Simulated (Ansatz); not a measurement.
# CCSD(T)/6-31G(d) (spherical functions) run of C2HCl2F (SMILES FC=C(Cl)Cl)

What is the vertical singlet–triplet gap of C2HCl2F at CCSD(T)/6-31G* (spherical functions)? 

The results are computed with Ansatz 0.2.0.

66 further runs of the same task are left out: 66 set aside as unsound or not needed. Runs told in other sessions of the task aren't counted.

## 1. The molecule

C2HCl2F: 6 atoms, total charge 0, spin state singlet. As SMILES, `FC=C(Cl)Cl`. The coordinates come from a PBE0-D4/def2-TZVP relaxation.

Bond lengths: F1–C2 1.325 Å, C2–C3 1.326 Å, C3–Cl4 1.703 Å, C3–Cl5 1.711 Å, C2–H6 1.082 Å. Angles: F1–C2–C3 121.8°, C2–C3–Cl4 122.7°, C2–C3–Cl5 120.2°, Cl4–C3–Cl5 117.2°, F1–C2–H6 114.8°, C3–C2–H6 123.4°.

## 2. A single-point energy at CCSD(T)/6-31G(d) (spherical functions)

Contents of input.yaml:

```yaml
basis:
  gaussian: {orbitals: 6-31G_st_-spherical.json}
crystal:
  periodic: [false, false, false]
  atoms:
    - {symbol: F, position_ang: [0.369860, -1.453540, 1.016570]}
    - {symbol: C, position_ang: [0.335170, -0.183710, 0.639080]}
    - {symbol: C, position_ang: [-0.249490, 0.193990, -0.489960]}
    - {symbol: Cl, position_ang: [-1.002700, -0.907170, -1.549080]}
    - {symbol: Cl, position_ang: [-0.269610, 1.845290, -0.936840]}
    - {symbol: H, position_ang: [0.816790, 0.505150, 1.320220]}
correlation: {method: ccsd_t, frozen_orbitals: {C: 1, Cl: 5, F: 1, H: 0}}
accuracy: high
scf: {omitted_lower_state_checks: [cluster_reference, increment]}
```

The basis set 6-31G* is read from a file made from the Basis Set Exchange's data (not shown).

On the command line:

```sh
$ ansatz run input.yaml --threads 1 --pin off --max-ram 3480MiB --events-out events.jsonl --progress --plain --runs-dir runs
```

The log of the run:

```text
Warning: RAYON_NUM_THREADS=1 ignored (pool sized by the plan → 1); use --threads N
Functional definition: HF
  name "HF"
  exchange = exact_x
  correlation = 0
these checks for a lower state are left out or cut short: cluster_reference, increment
1764 factors; integrals over basis functions are off by at most 5.3e-9 eV
mean field evaluation 1: about -29785.2390 eV, gradient 2.6e1 eV
mean field evaluation 2: about -29785.3478 eV, gradient 2.6e1 eV
mean field evaluation 4: about -29787.2113 eV, gradient 3.2e0 eV
mean field evaluation 8: about -29787.2590 eV, gradient 2.5e-1 eV
mean field evaluation 16: about -29787.2594 eV, gradient 8.7e-9 eV
mean field -29787.25939016 eV, -1094.6615920588 hartree, gradient 9.2e-9 eV, S^2 0.000000; 0 other end points of the search recorded, 0 dependent functions left out; unrestricted orbitals would lower it
13 core orbitals not correlated: weight in the atoms' cores, before any rotation towards them, 1.000 or more for the frozen orbitals, at most 0.000 for the correlated occupied ones
reference -29787.25939016 eV, -1094.6615920588 hartree; 15, 15 occupied and 52, 52 virtual orbitals, 1764 factors
second order -18.42000882 eV of doubles, -0.00000000 eV of singles
cycle   1  -18.82225044 eV  change   -4.0e-1 eV  update   1.0e-1
cycle   2  -19.27101324 eV  change   -4.5e-1 eV  update   3.2e-2
cycle   3  -19.39562748 eV  change   -1.2e-1 eV  update   1.6e-2
cycle   4  -19.39534902 eV  change    2.8e-4 eV  update   4.0e-3
cycle   5  -19.39449240 eV  change    8.6e-4 eV  update   1.5e-3
cycle   6  -19.39495520 eV  change   -4.6e-4 eV  update   4.1e-4
cycle   7  -19.39474729 eV  change    2.1e-4 eV  update   1.2e-4
cycle   8  -19.39469537 eV  change    5.2e-5 eV  update   3.9e-5
cycle   9  -19.39470264 eV  change   -7.3e-6 eV  update   1.5e-5
cycle  10  -19.39470167 eV  change    9.7e-7 eV  update   5.4e-6
cycle  11  -19.39469842 eV  change    3.3e-6 eV  update   2.3e-6
cycle  12  -19.39469949 eV  change   -1.1e-6 eV  update   6.2e-7
cycle  13  -19.39469913 eV  change    3.6e-7 eV  update   2.3e-7
cycle  14  -19.39469926 eV  change   -1.3e-7 eV  update   1.0e-7
cycle  15  -19.39469937 eV  change   -1.1e-7 eV  update   4.6e-8
cycle  16  -19.39469939 eV  change   -1.6e-8 eV  update   3.0e-8
cycle  17  -19.39469949 eV  change   -1.0e-7 eV  update   1.2e-7
cycle  18  -19.39469949 eV  change   -3.0e-9 eV  update   2.9e-8
cycle  19  -19.39469949 eV  change   -3.8e-9 eV  update   8.3e-9
cycle  20  -19.39469949 eV  change    1.2e-9 eV  update   3.1e-9
perturbative correction -0.61065601 eV, -0.0224411945 hartree
Total energy: -29807.26474566 eV, -1095.3967753134 hartree
Checks for a lower state left out: cluster_reference, increment
```

Wall time 18 s (1 thread of Arm Neoverse V1, shared host); peak memory 0.38 GiB.

## 3. The triplet

Contents of input.yaml:

```yaml
crystal:
  periodic: [false, false, false]
  atoms:
    - {symbol: F, position_ang: [0.369860, -1.453540, 1.016570]}
    - {symbol: C, position_ang: [0.335170, -0.183710, 0.639080]}
    - {symbol: C, position_ang: [-0.249490, 0.193990, -0.489960]}
    - {symbol: Cl, position_ang: [-1.002700, -0.907170, -1.549080]}
    - {symbol: Cl, position_ang: [-0.269610, 1.845290, -0.936840]}
    - {symbol: H, position_ang: [0.816790, 0.505150, 1.320220]}
basis:
  gaussian:
    orbitals: 6-31G_st_-spherical.json
magnetization:
  spin_polarized: true
  initial_magnetization: 2
correlation:
  method: ccsd_t
  frozen_orbitals: {C: 1, Cl: 5, F: 1, H: 0}
accuracy: high
scf:
  omitted_lower_state_checks: [cluster_reference, increment]
```

The basis set 6-31G* is read from a file made from the Basis Set Exchange's data (not shown).

On the command line:

```sh
$ ansatz run input.yaml --threads 1 --pin off --max-ram 3480MiB --events-out events.jsonl --progress --plain --runs-dir runs
```

The log of the run:

```text
Warning: RAYON_NUM_THREADS=1 ignored (pool sized by the plan → 1); use --threads N
Functional definition: HF
  name "HF"
  exchange = exact_x
  correlation = 0
these checks for a lower state are left out or cut short: cluster_reference, increment
1764 factors; integrals over basis functions are off by at most 5.3e-9 eV
mean field evaluation 1: about -29778.6935 eV, gradient 2.0e1 eV
mean field evaluation 2: about -29778.7141 eV, gradient 2.0e1 eV
mean field evaluation 4: about -29781.0399 eV, gradient 3.2e0 eV
mean field evaluation 8: about -29781.2228 eV, gradient 4.0e-1 eV
mean field evaluation 16: about -29783.9039 eV, gradient 2.0e-2 eV
mean field -29783.90000437 eV, -1094.5381369080 hartree, gradient 2.4e-8 eV, S^2 2.030142; 2 other end points of the search recorded, 0 dependent functions left out
13 core orbitals not correlated: weight in the atoms' cores, before any rotation towards them, 1.000 or more for the frozen orbitals, at most 0.000 for the correlated occupied ones
reference -29783.90000437 eV, -1094.5381369080 hartree; 16, 14 occupied and 51, 53 virtual orbitals, 1764 factors
second order -17.27016016 eV of doubles, -0.00000000 eV of singles
cycle   1  -17.91362405 eV  change   -6.4e-1 eV  update   1.1e-1
cycle   2  -18.37345274 eV  change   -4.6e-1 eV  update   3.3e-2
cycle   3  -18.51451360 eV  change   -1.4e-1 eV  update   2.4e-2
cycle   4  -18.51747505 eV  change   -3.0e-3 eV  update   9.5e-3
cycle   5  -18.51494954 eV  change    2.5e-3 eV  update   3.8e-3
cycle   6  -18.51547455 eV  change   -5.3e-4 eV  update   1.3e-3
cycle   7  -18.51518564 eV  change    2.9e-4 eV  update   4.2e-4
cycle   8  -18.51516572 eV  change    2.0e-5 eV  update   1.8e-4
cycle   9  -18.51515509 eV  change    1.1e-5 eV  update   8.0e-5
cycle  10  -18.51510835 eV  change    4.7e-5 eV  update   3.2e-5
cycle  11  -18.51511122 eV  change   -2.9e-6 eV  update   1.6e-5
cycle  12  -18.51511918 eV  change   -8.0e-6 eV  update   6.4e-6
cycle  13  -18.51512101 eV  change   -1.8e-6 eV  update   2.8e-6
cycle  14  -18.51512224 eV  change   -1.2e-6 eV  update   1.1e-6
cycle  15  -18.51512215 eV  change    9.1e-8 eV  update   4.9e-7
cycle  16  -18.51512204 eV  change    1.1e-7 eV  update   2.3e-7
cycle  17  -18.51512201 eV  change    2.8e-8 eV  update   1.1e-7
cycle  18  -18.51512206 eV  change   -4.6e-8 eV  update   6.3e-8
cycle  19  -18.51512205 eV  change    5.6e-9 eV  update   4.3e-8
cycle  20  -18.51512206 eV  change   -7.4e-9 eV  update   3.2e-8
cycle  21  -18.51512184 eV  change    2.2e-7 eV  update   9.8e-8
cycle  22  -18.51512188 eV  change   -3.5e-8 eV  update   2.9e-8
cycle  23  -18.51512186 eV  change    1.7e-8 eV  update   1.3e-8
cycle  24  -18.51512187 eV  change   -7.2e-9 eV  update   8.7e-9
cycle  25  -18.51512187 eV  change  -9.1e-10 eV  update   5.5e-9
cycle  26  -18.51512187 eV  change  -5.0e-11 eV  update   3.3e-9
perturbative correction -0.51088364 eV, -0.0187746274 hartree
Total energy: -29802.92600987 eV, -1095.2373297140 hartree
Checks for a lower state left out: cluster_reference, increment
```

Wall time 73 s (1 thread of Arm Neoverse V1, shared host); peak memory 0.7 GiB.

## 4. What came out

At CCSD(T)/6-31G* (spherical functions), 13 core orbitals frozen:

```
                                             quantity           value
                                singlet: total energy  -1095.39678 Eh
singlet: correlation energy (13 core orbitals frozen)      -735.2 mEh
                              singlet: (T) correction      -22.44 mEh
                               singlet: T1 diagnostic           0.011
                                triplet: total energy  -1095.23733 Eh
triplet: correlation energy (13 core orbitals frozen)      -699.2 mEh
                              triplet: (T) correction      -18.77 mEh
           triplet: ⟨S²⟩ of the reference determinant           2.030
                               triplet: T1 diagnostic           0.019
     vertical energy of the triplet above the singlet        4.339 eV
```

**Reading.** At this shape the triplet lies 4.34 eV (100 kcal/mol) above the singlet. The restricted solution (singlet) is unstable to spin breaking: an unrestricted one lies lower. The triples (singlet) make up 3.1 % of the correlation energy. The triples (triplet) make up 2.7 % of the correlation energy.
